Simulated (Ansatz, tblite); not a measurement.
H2Sn: vertical IE (eV) at several levels, gas phase, relaxed structures; Ansatz, xTB through tblite. Raw xTB energies of ions are shifted by several eV. The structures are stationary points that may keep the symmetry of their start. Remarks come from the PBE and PBE0 runs and from stability tests at other levels; not every state was tested. HOMO above LUMO (over both spins in singlets and doublets, within one spin in higher multiplets; at PBE or PBE0), or a gap under 0.15 eV within one spin, warns that the state may not be the lowest or that an electron is smeared out.

```
species               state             geometry  GFN1-xTB  PBE-D4/def2-TZVP  r2SCAN-D4/def2-TZVP  PBE0-D4/def2-TZVP                                                    remarks
   H2S2  singlet to doublet    PBE0-D4/def2-TZVP     15.51              9.74                 9.87               9.94  gap within one spin near zero at PBE or PBE0 (+1 doublet)
   H2S3  singlet to doublet  r2SCAN-D4/def2-TZVP     14.96              9.32                 9.48               9.63  gap within one spin near zero at PBE or PBE0 (+1 doublet)
   H2S4  singlet to doublet     PBE0-D4/def2-SVP     14.45              8.86                 9.03               9.23                                                          –
```

Question: Estimate the rows for H2S5 (singlet to doublet, PBE-D4/def2-SVP geometry).

Answer: 
| species | state | geometry | GFN1-xTB | PBE-D4/def2-TZVP | r2SCAN-D4/def2-TZVP | PBE0-D4/def2-TZVP | remarks |
| --- | --- | --- | --- | --- | --- | --- | --- |
| H2S5 | singlet to doublet | PBE-D4/def2-SVP | 14.20 | 8.67 | 8.86 | 9.09 | gap within one spin near zero at PBE or PBE0 (+1 doublet) |

Over the 4 species that have every level, the mean is 14.78 at GFN1-xTB, 9.15 at PBE-D4/def2-TZVP, 9.31 at r2SCAN-D4/def2-TZVP, 9.47 at PBE0-D4/def2-TZVP.
